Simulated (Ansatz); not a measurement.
Basis-set extrapolation for C5H12O, SMILES `COC(C)(C)C` (PBE0-D4/def2-TZVP geometry, frozen core, the Gaussian-basis code of Ansatz). Multiplicity 1, RHF reference.

```json
{"": "HF", "def2-TZVPP": "-271.284229", "def2-QZVPP": "-271.297182"}
{"": "MP2 correlation", "def2-TZVPP": "-1.125358", "def2-QZVPP": "-1.199477"}
{"": "CCSD(T) correlation", "def2-TZVPP": "-1.230202", "def2-QZVPP": "not run"}
```

Energies in hartree. Use E(X) = E(∞) + A·exp(−7.88·√X) for Hartree–Fock and E(X) = E(∞) + B·X^(−2.97) for correlation, with X = 3 and 4, and add CCSD(T) minus MP2 of the smaller set to the MP2 limit.

Task: What is the CCSD(T) energy at the basis-set limit?

Result: HF limit: -271.297182 + (-0.012953) × 0.13774 = -271.29897. MP2 limit: -1.199477 + (-0.074119) × 0.74074 = -1.25438. Higher-order term: -1.230202 − (-1.125358) = -0.10484. Total: -272.65819 hartree, 377.4 kJ/mol below CCSD(T)/def2-TZVPP.
